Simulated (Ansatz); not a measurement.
# C2HFO (SMILES O=C=CF): molecular dynamics

Aim: follow the atoms for 60 steps of 0.5 fs at constant energy, with velocities drawn for 300 K.

Program: Ansatz 0.2.0, Gaussian basis. Level of theory: PBE0-D4/def2-SVP. These are calculated values, not measurements.

1 further run of the same task is left out (it didn't finish).

### Step 1. Starting geometry

5 atoms, charge 0, spin multiplicity 1.

Atoms are counted from 1 here; the program's logs count them from 0.

Bond lengths: O1–C2 1.161 Å, C2–C3 1.301 Å, C3–F4 1.355 Å, C3–H5 1.077 Å. Angles: O1–C2–C3 176.1°, C2–C3–F4 123.1°, C2–C3–H5 122.8°, F4–C3–H5 114.1°.

Geometry (Å):

```xyz
5

O     0.6525   -1.2991    1.3364
C     0.2589   -0.5451    0.5465
C    -0.1226    0.3577   -0.3089
F    -1.1388    0.1641   -1.1846
H     0.3501    1.3224   -0.3894
```

### Step 2. Dynamics

The input, md/in.yaml:

```yaml
crystal:
  periodic: [false, false, false]
  atoms:
    - {symbol: O, position_ang: [0.652460, -1.299080, 1.336420]}
    - {symbol: C, position_ang: [0.258860, -0.545050, 0.546480]}
    - {symbol: C, position_ang: [-0.122630, 0.357660, -0.308850]}
    - {symbol: F, position_ang: [-1.138810, 0.164080, -1.184650]}
    - {symbol: H, position_ang: [0.350110, 1.322390, -0.389410]}
basis:
  gaussian: {orbitals: def2-SVP}
hamiltonian: {xc: pbe0, dispersion: d4}
md: {n_steps: 60, timestep: 0.5, temperature: 300, ensemble: nve, seed: 390, initial_velocities: maxwell_boltzmann}
```

Command:

```sh
$ ansatz run in.yaml --threads 2 --pin off --events-out ev --progress --plain --max-ram 3481MiB
```

Before running it: what results should come out? Wanted: temperature at the start; mean temperature, second half; lowest and highest potential energy, from the first frame; largest change of potential + kinetic.

**Answer**, as computed:

```
                                                 quantity              value
                                                   length  60 steps, 30.0 fs
                                 temperature at the start              300 K
                            mean temperature, second half              220 K
lowest and highest potential energy, from the first frame     -11 and 74 meV
                    largest change of potential + kinetic            0.4 meV
```

In words: With no thermostat the total energy should stay fixed; it holds within 0.4 meV, small beside the kinetic energy, so the time step serves. The instant temperature ranges from 111 to 329 K, as energy passes between motion and strain. The molecule keeps its bonds.
